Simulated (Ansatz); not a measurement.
## Abstraction of H: C3H8O + C4H5 → C3H7O + C4H6

Species: C3H8O (methoxyethane) `CCOC`, singlet; C4H5 (but-2-yn-1-yl radical) `[CH2]C#CC`, doublet; C3H7O `[CH2]COC`, doublet; C4H6 (2-butyne) `CC#CC`, singlet. A radical takes H: the energy is the difference in strength between two C–H bonds in different surroundings.

Shapes, held fixed at every level: PBE0-D4/def2-TZVP. Flexible molecules stand in one conformer, not always the lowest. Programs: Ansatz 0.2.0. Electronic energies: no zero-point or thermal term.

```tsv
level	kind	ΔE (kJ/mol)
PBE-D4/def2-TZVPP	GGA	+62.6
r2SCAN-D4/def2-TZVPP	meta-GGA	+60.5
B3LYP-D4/def2-TZVPP	global hybrid	+59.6
BHLYP-D4/def2-TZVPP	global hybrid	+53.8
r2SCAN0-D4/def2-TZVPP	global hybrid	+56.4
wB97M-V/def2-TZVPP	range-separated hybrid	+52.4
wB97X-V/def2-TZVPP	range-separated hybrid	+52.7
B2PLYP/def2-TZVPP	double hybrid	+51.9
```

B2PLYP/def2-TZVPP gives ΔE = +51.9 kJ/mol; the levels span +51.9 to +62.6. The median of the levels is +55.1. No measured value is set beside it here. Spin contamination: C4H5 (⟨S²⟩ up to 0.94). Open shells run unrestricted.
